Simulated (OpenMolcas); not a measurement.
**BF: a line through the functionals**

BF: 2 atoms, total charge 0, spin state singlet. As SMILES, `[B]F`. The shape is that of a PBE0-D4/def2-TZVP optimisation.

The dipole moment y, in D, basis def2-TZVPPD; a is the functional's share of exact exchange. Programs: OpenMolcas 26.06.

```
functional     program     a  y (D)
      TPSS  OpenMolcas     0   1.08
    revPBE  OpenMolcas     0   1.08
     B3LYP  OpenMolcas   0.2      ?
      PBE0  OpenMolcas  0.25   1.00
     BHLYP  OpenMolcas   0.5   0.90
```

Task: Fit y = c + s·a to the known rows and predict B3LYP.

Result: 
1. Means of the 4 rows: a = 0.1875, y = 1.015.
2. Σ(Δa)² = 0.17188, Σ(Δa·Δy) = -0.06125, so the slope is -0.06125/0.17188 = -0.35635.
3. Intercept: 1.015 − (-0.35635) × 0.1875 = 1.082. The largest residual of the fit is 0.007.
4. B3LYP: 1.082 + (-0.35635) × 0.2 = 1.01 D.

The run gave 0.97 D, so the prediction is off by +0.04 D, more than the scatter of the fit. The rows mix families of semi-local functionals, which the line can't see.
